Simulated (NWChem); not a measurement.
## Total energies of AlCl$_{3}$

```
Al
Cl 1 2.0937
Cl 1 2.0937 2 120.00
Cl 1 2.0937 2 120.00 3 180.00
```
Charge 0, spin multiplicity 1.

All runs are NWChem calculations. All single points use one geometry, from PBE/def2-SVP, a minimum by its harmonic frequencies.

Basis set: cc-pVTZ (136 functions).

| method | total energy (Ha) | relative cost |
|---|---|---|
| RHF | -1620.71898 | 1 |
| MP2 | -1621.34310 | 4 |
| B2PLYP | -1622.81657 | 5 |
| PBE | -1622.60950 | under 3 |
| B3LYP | -1623.37751 | under 3 |
| M06-2X | -1623.25826 | under 3 |

Total energies of different functionals aren't comparable as a measure of quality: only differences taken within one method are. Costs are rough ratios of processor time within this set of runs, SCF included, with RHF as 1.

The correlated methods keep 20 core orbitals frozen. B3LYP has NWChem's definition, with VWN1-RPA local correlation. The structure started from a generated list of species.
